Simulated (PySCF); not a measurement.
C5H9 (doublet state).
SMILES with atom numbers: `[CH2:1][C:2](=[CH2:3])[CH2:4][CH3:5]` (hydrogens: H6, H7 on C1; H8, H9 on C3; H10, H11 on C4; H12, H13, H14 on C5)

Structure used (GFN2-xTB), in Å, numbered top down from 1:
```xyz
14
C5H9 angstrom
C     -1.4034   -1.1169   -0.2502
C     -0.7274   -0.0032    0.1932
C     -1.2958    1.2498    0.1757
C      0.6962   -0.1541    0.6719
C      1.6709    0.0157   -0.4933
H     -0.9518   -2.0920   -0.2324
H     -2.4083   -1.0449   -0.6260
H     -0.7600    2.1139    0.5243
H     -2.2980    1.4017   -0.1832
H      0.9114    0.5961    1.4348
H      0.8332   -1.1414    1.1162
H      1.4788   -0.7331   -1.2588
H      2.6982   -0.0917   -0.1522
H      1.5554    0.9998   -0.9422
```

The hyperfine couplings belong to this conformer and change with its torsions.

Theory: PySCF 2.14.0, UKS B3LYP, pcH-1 on C H, non-relativistic, mean-field spin-orbit, GIAO. Geometry: GFN2-xTB, one conformer, isolated molecule. The geometry wasn't refined by DFT: couplings that depend on bond lengths, twists or pyramidal angles can differ widely from those at the functional's own minimum. The SCF solution wasn't tested for stability. ⟨S²⟩ is 0.777 where a pure state has 0.75.

The largest Mulliken spin populations are on C3 (+0.69), C1 (+0.69) and C2 (-0.27). The angles at C3 add up to 360.0°, so it is planar; its axial dipolar tensor and the negative couplings of its protons fit spin in a p orbital normal to that plane.

Question: Find Q in a(H) = Q·ρ(C) for the protons on the planar carbons that carry spin.

Answer: 
| H | C | ρ(C) | a(H) (G) | a/ρ (G) |
| --- | --- | --- | --- | --- |
| H6 | C1 | +0.691 | -15.02 | -21.7 |
| H7 | C1 | +0.691 | -14.30 | -20.7 |
| H8 | C3 | +0.691 | -15.02 | -21.7 |
| H9 | C3 | +0.691 | -14.30 | -20.7 |

These protons share one ρ (within 0.01), so their mean ratio, Q = -21.2 G, is no test of linearity. In every row coupling and population have opposite signs.

Couplings in gauss use g_iso = 2.0026.

Hardware: Arm Neoverse V2, one thread, shared host with 96 logical CPUs at a one-minute load of 90. Cost: 31 s (with the writing of density and orbital grids), 0.84 GiB resident at most.
